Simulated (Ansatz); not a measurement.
# H3O (doublet): wave-function methods side by side at distance H1–H2 along a hydrogen transfer = 0.957 Å, 6-31G

One table from this session's results is given with a row withheld; the runs are named, their logs left out.

The runs use Ansatz 0.2.0, Gaussian basis; 6-31G, core rule «outside noble gas», up to 1 orbitals frozen.

The runs, in order: UHF; CCSD(T) on ROHF; CCSD(T) on UHF; BCCD(T) on ROHF; CISD; CCSDT(Q) on ROHF; CCSDT(Q) on UHF.

24 further runs of the same task are left out: 1 that didn't finish, 23 set aside as unsound or not needed.

**The system**

The geometry derives from fragments relaxed apart (PBE0/def2-TZVP) and kept rigid, so it is no stationary point. A hydrogen atom is moved between rigid fragments.

4 atoms, charge 0, spin multiplicity 2.

Atoms are counted from 1 here; the program's logs count them from 0.

Bond lengths: O3–H4 0.973 Å.

Geometry (Å):

```tsv
atom	x (Å)	y (Å)	z (Å)
H1	-2.0568	0.0498	0.0000
H2	-1.0998	0.0498	0.0000
O3	0.1722	0.0498	0.0000
H4	0.4240	-0.8901	0.0000
```

Set-up of the first run:

in.yaml

```yaml
crystal:
  periodic: [false, false, false]
  atoms:
    - {symbol: H, position_ang: [-2.056845, 0.049803, 0.000000]}
    - {symbol: H, position_ang: [-1.099845, 0.049803, 0.000000]}
    - {symbol: O, position_ang: [0.172155, 0.049803, 0.000000]}
    - {symbol: H, position_ang: [0.424014, -0.890147, 0.000000]}
basis:
  gaussian: {orbitals: 6-31G}
magnetization: {spin_polarized: true, initial_magnetization: 1}
hamiltonian: {xc: hf}
output: {orbitals: {seedname: orbitals}}
```

Launch:

```console
$ ansatz run in.yaml --threads 1 --pin off --events-out ev --progress --plain --max-ram 2393MiB
```

Steps of the session up to this table: UHF; CCSD(T) on ROHF; CCSD(T) on UHF; BCCD(T) on ROHF; CISD; CCSDT(Q) on ROHF; CCSDT(Q) on UHF.

One of the session's tables, all rows but one given; the rest of the session is left out.

It belongs to the step «Misses and costs». 

| method | from UCCSDT(Q) (meV) |
| --- | --- |
| ROHF | +4259.6 |
| UHF | +3881.8 |
| RMP2 | +656.6 |
| UMP2 | ? |
| CISD | +330.4 |
| RCCSD | +67.3 |
| UCCSD | +58.6 |
| RCCSD(T) | +19.6 |
| UCCSD(T) | +18.1 |
| BCCD(T) | +19.2 |
| RCCSDT | +12.2 |
| UCCSDT | +11.7 |
| RCCSDT(Q) | -0.1 |
| UCCSDT(Q) | 0 |

Estimate the missing values for UMP2.

As computed: from UCCSDT(Q) (meV): +561.4. In the column «from UCCSDT(Q) (meV)» it lies between CISD (+330.4) and RMP2 (+656.6).

To keep in mind: Restricted and unrestricted rows rest on different reference determinants; where their highest levels disagree by more than a few hundredths of an eV, they describe different states and don't form one ladder.
